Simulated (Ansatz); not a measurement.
Ansatz (a program for electronic structure) input (CCSD(T)/aug-cc-pVDZ):

Ansatz 0.2 input:
```yaml
crystal:
  periodic: [false, false, false]
  atoms:
    - {symbol: C, position_ang: [-0.57228123, 0.00747040, -0.00078176]}
    - {symbol: F, position_ang: [0.71108630, -0.07346237, -0.05506023]}
    - {symbol: H, position_ang: [-0.92248287, 0.17658991, 1.10430640]}
    - {symbol: H, position_ang: [-0.90855118, 1.12961277, 0.01268942]}
    - {symbol: H, position_ang: [-1.13505528, -0.68986378, -0.61676320]}
basis:
  gaussian:
    orbitals: aug-cc-pVDZ
total_charge: 1
magnetization: {spin_polarized: true, initial_magnetization: 1}
correlation: {method: ccsd_t, electrons: outside_noble_gas}
output: {forces: true}
```

End of the output:

```
mean field evaluation 32: about -3769.7177 eV, gradient 4.4e-2 eV
mean field evaluation 64: about -3769.7177 eV, gradient 3.9e-3 eV
mean field -3771.96056220 eV, -138.6169939342 hartree, gradient 2.2e-6 eV, S^2 0.761772; 1 other end points of the search recorded, 0 dependent functions left out
determinant -3771.96056220 eV, -138.6169939342 hartree, with singles and doubles -3781.68513058 eV, -138.9743652307 hartree
determinant -3769.71774678 eV, -138.5345719876 hartree, with singles and doubles -3779.34526280 eV, -138.8883766759 hartree
2 core orbitals not correlated
reference -3771.96056220 eV, -138.6169939342 hartree; 7, 6 occupied and 64, 65 virtual orbitals, 698 factors
densities: 0.48 GiB planned
second order -9.19334664 eV of doubles, -0.00000000 eV of singles
coupled cluster: 0.34 GiB planned
cycle   1  -9.69547842 eV  change   -3.9e-1 eV  update   2.2e-2
cycle   2  -9.71953829 eV  change   -2.4e-2 eV  update   5.1e-3
cycle   3  -9.71985970 eV  change   -3.2e-4 eV  update   2.6e-3
cycle   4  -9.72150854 eV  change   -1.6e-3 eV  update   7.7e-4
cycle   5  -9.72168471 eV  change   -1.8e-4 eV  update   4.6e-4
cycle   6  -9.72209964 eV  change   -4.1e-4 eV  update   2.5e-4
cycle   7  -9.72218240 eV  change   -8.3e-5 eV  update   9.7e-5
cycle   8  -9.72221927 eV  change   -3.7e-5 eV  update   2.8e-5
cycle   9  -9.72222077 eV  change   -1.5e-6 eV  update   8.2e-6
cycle  10  -9.72221983 eV  change    9.4e-7 eV  update   2.8e-6
cycle  11  -9.72222069 eV  change   -8.6e-7 eV  update   1.1e-6
perturbative correction -0.27304817 eV, -0.0100343353 hartree
the calculation of the forces begins
Total energy: -3781.95583106 eV, -138.9843132898 hartree
Atom 0 at    -0.572281     0.007470    -0.000782 Å, force    -0.292540    -0.175487    -0.156941 eV/Å
Atom 1 at     0.711086    -0.073462    -0.055060 Å, force     0.782495    -0.035590    -0.021085 eV/Å
Atom 2 at    -0.922483     0.176590     1.104306 Å, force    -0.125856     0.231025     0.216844 eV/Å
Atom 3 at    -0.908551     1.129613     0.012689 Å, force    -0.125614     0.247627     0.197827 eV/Å
Atom 4 at    -1.135055    -0.689864    -0.616763 Å, force    -0.238485    -0.267574    -0.236646 eV/Å
Dipole moment:    -0.762325     0.219592     0.181983 e Å
```
